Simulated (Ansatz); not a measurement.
C$_{4}$H$_{6}$O$_{3}$, SMILES `O=COCC1CO1`. Total charge 0; spin multiplicity 1.

Z-matrix (Å, degrees):
```
C
C 1 1.500
O 1 1.434 2 111.5
H 1 1.092 2 110.8 3 122.0
H 1 1.090 2 109.7 3 -116.7
C 2 1.458 1 120.3 3 85.5
O 2 1.416 1 114.6 3 152.8
H 2 1.087 1 115.9 3 -69.7
C 3 1.332 1 116.1 2 80.5
H 6 1.087 2 119.3 1 -1.4
H 6 1.086 2 119.5 1 -154.3
O 9 1.196 3 126.1 1 -1.3
H 9 1.100 3 109.1 1 178.5
```

Give the diagnostics of a CCSD(T)/def2-TZVPP run (frozen core, Ansatz). (Estimate.)

The calculation gave: T1 = 0.0142, largest single amplitude 0.027, largest double 0.029, (T) share of the correlation energy 4.1 %, 10 CCSD cycles. The RHF solution is stable towards an unrestricted one. T1 lies under the customary mark of 0.02 for closed shells.
